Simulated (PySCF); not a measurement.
AlH3, singlet: molecular constants

Method: PBE in PySCF with Al def2-TZVP, H def2-TZVP; no relativity; density-fitted integrals.

The structure is a minimum.

| Item | Value |
| --- | --- |
| Point group | D3h |
| Bond lengths | Al–H 1.596 Å (×3) |
| Bond angles | H–Al–H 120.0° (×3) |
| Atomisation energy without zero-point energy | 851 kJ/mol |
| Principal polarisabilities | 26.0, 33.8, 33.8 bohr³ |
| Principal quadrupole moments (Buckingham, traceless) about the centre of mass | -3.18, -3.18, 6.36 D Å |
| Entropy at 298.15 K and 1 bar | 208.0 J/(mol K) |
| Zero-point energy | 46.9 kJ/mol |
| Lowest empty level | -2.54 eV |
| Heat capacity Cp at 298.15 K | 43.0 J/(mol K) |
| Rotational constants | 4.379, 4.379, 2.19 cm⁻¹ |
| Rotational symmetry number | 6 |
| Dipole moment | 0.00 D |
| Enthalpy at 298.15 K above 0 K | 10.71 kJ/mol |
| Highest occupied level | -7.29 eV |

Harmonic modes (masses in u: Al 26.982, H 1.008):
```csv
symmetry,ω (cm⁻¹),"IR (km/mol, summed over degenerate members)",type
a2'',681,288,bend
e',766,386,bend
a1',1868,0.0,stretch
e',1884,488,stretch
```

In D3h the vibrations span a2'' + 2e' + a1'. The a1' mode carries no infrared intensity, as symmetry demands.

Charges (e):
```json
{"atom": "Al1", "Mulliken": "0.27", "Löwdin": "0.36", "polar tensor": "1.03", "Mayer order to Al1": "–"}
{"atom": "H2,3,4", "Mulliken": "-0.09", "Löwdin": "-0.12", "polar tensor": "-0.34", "Mayer order to Al1": "0.93"}
```

Mulliken populations on Al1: s 5.23, p 7.35, d 0.13, f 0.02.

Outer orbital energies (eV). occupied: -10.26, -7.29, -7.29; empty: -2.54, 0.28, 0.80, 0.80.

Counting electrons, aluminium keeps none of its valence electrons outside its bonds, so the VSEPR class is AX3 and the expected shape is trigonal planar (D3h), as computed.

The final relaxation and frequency run took 5 s on 2 threads of a shared Arm Neoverse V1 host, with 55 basis functions and 7 gradients; the process peaked at 0.7 GiB. Launch command: `OMP_NUM_THREADS=2 python axn.py task.json out`.
